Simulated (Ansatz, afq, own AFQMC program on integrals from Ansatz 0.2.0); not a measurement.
## Where AFQMC and coupled cluster stand for SiNH5, triplet

```xyz
7

Si   -0.9406    0.0215    0.0000
H    -1.4354    1.4212    0.0000
H    -1.4354   -0.6784    1.2122
H    -1.4354   -0.6784   -1.2122
H     0.7144    0.0215    0.0000
N     1.9824    0.0215    0.0000
H     2.2515   -0.9828    0.0000
```

Basis cc-pVDZ. Only valence electrons are correlated. AFQMC by an in-house program on the Cholesky factors that Ansatz 0.2.0 writes for its CCSD(T) run. ph-AFQMC/CISD is guided by a CISD state made of CCSD amplitudes; releasing the constraint for a short imaginary time cuts its bias at the price of noise, slowly where states lie close. ± is one standard error of the sampling.

Determinant: UHF, the one that the program's search chose, which needn't be the lowest solution. The geometry is a point of a scan.

No full CI on the walks' own integrals is used here; CCSDT(Q) serves as the reference and is uncertain by about the last step of the cluster series.

Cautions: lower spins were not checked.

The T1 diagnostic is 0.0172. The weight of the determinant in the CISD state is 0.870, the ⟨S²⟩ of the determinant is 2.044 and the size of the correlated space is 14 electrons in 51 orbitals.

Reference: CCSDT(Q), correlation energy -8.194 eV. The released energy is read at 2.40 1/Eh (meV from the phaseless value at times in 1/Eh: -5 ± 3 at 0.24, -6 ± 3 at 0.51, -10.5 ± 2.3 at 0.99, -18 ± 9 at 1.62, -17 ± 4 at 2.40).

| level | E − E(reference) (kJ/mol) | share of correlation (%) |
| --- | --- | --- |
| HF | 790.6 | 0.00 |
| MP2 | 150.6 | 80.95 |
| CCSD | 21.0 | 97.35 |
| CCSD(T) | 4.2 | 99.47 |
| CCSDT | 1.0 | 99.87 |
| ph-AFQMC/CISD | 0.9 ± 0.3 | 99.89 |
| released AFQMC | -0.7 ± 0.4 | 100.09 |

A walk keeps the symmetry of its determinant, which the program's search chose and which needn't be the lowest solution, so a lower state of the same spin and another symmetry isn't excluded. Released energies are given only where the last usable release times agree within the noise; a slower fall can still hide under it.
